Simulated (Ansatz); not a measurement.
# CH₂LiO radical: one structure at several levels

The task here is to estimate one member of a computed series from the others.

Program: Ansatz 0.2.0, Gaussian basis. Level of theory: single points in def2-TZVPP. These are calculated values, not measurements.

Cores are frozen in the correlated methods. The outer core shell of Li, Na, Mg and K is correlated. Orbitals are unrestricted.

## Starting geometry

5 atoms, charge 0, spin multiplicity 2.

Atoms are counted from 1 here; the program's logs count them from 0.

Bond lengths: Li1–C2 1.879 Å, C2–O3 1.435 Å, C2–H4 0.980 Å, O3–H5 1.044 Å. Angles: Li1–C2–O3 131.4°, Li1–C2–H4 113.1°, O3–C2–H4 105.1°, C2–O3–H5 107.3°.

Coordinates:

```xyz
5
charge 0, multiplicity 2
Li   -1.66500    1.03150   -0.00810
C    -0.30280   -0.23130   -0.28920
O     1.05960   -0.27300    0.16040
H    -0.61940   -1.15710   -0.23030
H     1.38740    0.71360    0.25060
```

The first run:

Contents of run/in.yaml:

```yaml
crystal:
  periodic: [false, false, false]
  atoms:
    - {symbol: Li, position_ang: [-1.665000, 1.031500, -0.008100]}
    - {symbol: C, position_ang: [-0.302800, -0.231300, -0.289200]}
    - {symbol: O, position_ang: [1.059600, -0.273000, 0.160400]}
    - {symbol: H, position_ang: [-0.619400, -1.157100, -0.230300]}
    - {symbol: H, position_ang: [1.387400, 0.713600, 0.250600]}
basis:
  gaussian: {orbitals: def2-TZVPP}
magnetization: {spin_polarized: true, initial_magnetization: 1}
correlation: {method: ccsd_t}
scf: {omitted_lower_state_checks: [cluster_reference]}
output: {forces: true}
```

No record of the launch command was kept for these runs.

Among the steps run: CCSD(T)/def2-TZVPP; PBE0-D4/def2-TZVPP; wB97M-V/def2-TZVPP; r2SCAN-D4/def2-TZVPP; PBE-D4/def2-TZVPP; revPBE-D4/def2-TZVPP; CAM-B3LYP-D4/def2-TZVPP.

One table of the session follows, with a row left open; its other results are not shown here.

```
      method  RMS force component (eV/Å)  angle to CCSD(T) forces (°)  dipole (D)
     CCSD(T)                       2.329                    reference        6.39
     PBE0-D4                       2.409                          4.7        6.12
     wB97M-V                       2.332                          3.7        6.22
   r2SCAN-D4                           ?                            ?           ?
      PBE-D4                       2.342                          6.1        5.24
   revPBE-D4                       2.338                          5.9        5.14
CAM-B3LYP-D4                       2.335                          4.5        6.32
```

**Question.** Estimate the row for r2SCAN-D4.

**Answer.** RMS force component (eV/Å): 2.339; angle to CCSD(T) forces (°): 2.1; dipole (D): 5.96. In the column «RMS force component (eV/Å)» it lies between revPBE-D4 (2.338) and PBE-D4 (2.342).
